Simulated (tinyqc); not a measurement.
Inside a calculation. Method: G0W0 on RHF in the sto-3g basis, for OH-, spin multiplicity 1. The basis has no diffuse functions, so it cannot describe the extra electron: this is an exercise in the method, not the real anion. One step of it, computed by the program tinyqc.

Question. G0W0 on Hartree-Fock: LUMO. W(p,q,m) = sqrt2 sum_ia (pq|ia) (X+Y)_ia,m; Sigma_c(x) = sum_(i,m) W^2/(x - e_i + w_m) + sum_(a,m) W^2/(x - e_a - w_m); solve x = e_p + Sigma_c(x) by Newton steps; Z = 1/(1 - dSigma/dx); 1 hartree = 27.211386 eV.

orbital energies (hartree): MO1 -19.354933, MO2 -0.608297, MO3 0.075080, MO4 0.260635, MO5 0.260635, MO6 1.321388

Two-electron integrals over orbitals (pq|rs), unique and non-zero (hartree):
```
(11|11) 4.744373    (21|11) -0.416007   (21|21) 0.057531    (22|11) 0.993501
(22|21) -0.013307   (22|22) 0.730061    (31|11) -0.216956   (31|21) 0.028128
(31|22) -0.015110   (31|31) 0.025353    (32|11) 0.182277    (32|21) -0.009704
(32|22) 0.001076    (32|31) 0.011256    (32|32) 0.149379    (33|11) 0.885546
(33|21) -0.010632   (33|22) 0.656634    (33|31) 0.004047    (33|32) 0.048866
(33|33) 0.695470    (41|41) 0.026055    (42|41) 0.032173    (42|42) 0.141555
(43|41) 0.015678    (43|42) 0.056174    (43|43) 0.053930    (44|11) 1.115323
(44|21) -0.012063   (44|22) 0.741423    (44|31) -0.006230   (44|32) 0.095820
(44|33) 0.672110    (44|44) 0.880159    (51|51) 0.026055    (52|51) 0.032173
(52|52) 0.141555    (53|51) 0.015678    (53|52) 0.056174    (53|53) 0.053930
(54|54) 0.047444    (55|11) 1.115323    (55|21) -0.012063   (55|22) 0.741423
(55|31) -0.006230   (55|32) 0.095820    (55|33) 0.672110    (55|44) 0.785270
(55|55) 0.880159    (61|11) 0.181217    (61|21) -0.027853   (61|22) -0.003788
(61|31) 0.001179    (61|32) 0.023553    (61|33) 0.016383    (61|44) 0.004748
(61|55) 0.004748    (61|61) 0.032445    (62|11) -0.252647   (62|21) 0.004695
(62|22) -0.117288   (62|31) 0.017773    (62|32) 0.006229    (62|33) -0.022250
(62|44) -0.130964   (62|55) -0.130964   (62|61) 0.016378    (62|62) 0.110611
(63|11) 0.252238    (63|21) -0.004407   (63|22) 0.073359    (63|31) 0.004635
(63|32) 0.114102    (63|33) 0.083501    (63|44) 0.135973    (63|55) 0.135973
(63|61) 0.010719    (63|62) -0.048470   (63|63) 0.145028    (64|41) -0.011942
(64|42) -0.046421   (64|43) 0.003575    (64|64) 0.039141    (65|51) -0.011942
(65|52) -0.046421   (65|53) 0.003575    (65|65) 0.039141    (66|11) 0.947226
(66|21) -0.010156   (66|22) 0.692320    (66|31) -0.017870   (66|32) -0.045289
(66|33) 0.648822    (66|44) 0.664835    (66|55) 0.664835    (66|61) -0.011150
(66|62) -0.087977   (66|63) 0.026263    (66|66) 0.727794
```

excitation energies w (hartree): 1.136341  1.136341  1.495820  2.148431  20.741121

X + Y:
```
             1         2          3          4         5
1>6   0.000000  0.000000  -0.002334  -0.002789  0.998436
2>6   0.000000  0.000000   0.144875   0.939984  0.000296
3>6   0.000000  0.000000   0.905338  -0.097151  0.000125
4>6  -0.019095  0.965979   0.000000   0.000000  0.000000
5>6   0.965979  0.019095   0.000000   0.000000  0.000000
```

Give: The 12 largest terms at x = e_p; Newton steps; quasiparticle energy of the LUMO; Hartree-Fock value.

Answer.

The 12 largest terms at x = e_p (hartree; W for the signs of X + Y given):
```
q  m       W       term
3  3   0.176      0.011
6  4  -0.121     -0.007
2  4   0.154      0.006
3  4  -0.084   2.10e-03
5  1   0.053   1.30e-03
4  2   0.053   1.30e-03
2  3  -0.039   4.54e-04
6  3   0.016  -1.63e-04
1  5   0.046   5.07e-05
2  5   0.023   2.37e-05
1  4   0.020   1.78e-05
1  3   0.017   1.30e-05
```

Newton steps (hartree):
```
step      x  Sigma_c(x)      Z
0     1.321       0.015  0.989
1     1.337       0.015  0.989
2     1.337       0.015  0.989
```

quasiparticle energy of the LUMO = 36.371 eV

Hartree-Fock value = 35.957 eV
